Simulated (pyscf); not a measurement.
`[F-]` + `[Cl][CH2][Cl]` -> `[F][CH2][Cl]` + `[Cl-]`, a substitution at C (singlet surface; C–Cl broken, C–F formed). Optimised with ωB97X-D3(BJ)/def2-SVPD in PySCF. MP2 and CC: frozen core, UHF for open shells. ΔMP2 is the change of the MP2 total energy from the triple- to the quadruple-zeta basis. Energies in kcal/mol from the separated reactants.

Small-basis levels: PySCF, no dispersion term, spherical d functions. AM1 to PM7: differences of heats of formation from MOPAC. GFN2-xTB: tblite. Cost: rough CPU time at the saddle relative to B3LYP/6-31G*, from one job on a shared machine.

```tsv
level	barrier	reaction energy	cost
HF/STO-3G	-83.7	-204.3	0.06
HF/3-21G	-59.1	-116.6	0.07
MP2/6-31G*	-32.3	-71.4	0.1
SVWN5/6-31G*	-61.5	-87.0	1.0
BP86/6-31G*	-55.5	-84.7	2
B3LYP/STO-3G	-153.5	-222.7	0.6
B3LYP/3-21G	-88.6	-127.1	0.7
B3LYP/LANL2DZ	-37.5	-47.2	0.7
B3LYP/6-31G*	-48.5	-83.9	1
M06-2X/6-31G*	-41.3	-80.7	2
GFN2-xTB	-24.9	-36.7	under 0.02
AM1	-13.2	-80.4	under 0.02
CCSD(T)/def2-TZVPPD + ΔMP2(QZVPPD)	-11.7	-36.5	–
```

Against the last row the barrier runs from -141.8 (B3LYP/STO-3G) to -1.5 kcal/mol (AM1). CCSD(T)/def2-TZVPPD + ΔMP2(QZVPPD) has limits of its own. On the reactant side the descent ends in a bound adduct, 23.9 kcal/mol under the separated species and 14.1 kcal/mol under the saddle at ωB97X-D3(BJ)/def2-TZVPD. On the product side the descent ends in a bound adduct, 12.6 kcal/mol under the separated species and 38.0 kcal/mol under the saddle at ωB97X-D3(BJ)/def2-TZVPD. At CCSD(T) the saddle lies under the separated reactants, which points to a path from their complex (located at ωB97X-D3(BJ) alone). This is the saddle that the search found; another between the same sides may lie lower. The angle at the attacked C is 164°. The CCSD(T) − MP2 part came from Ansatz, without density fitting, on the same reference.
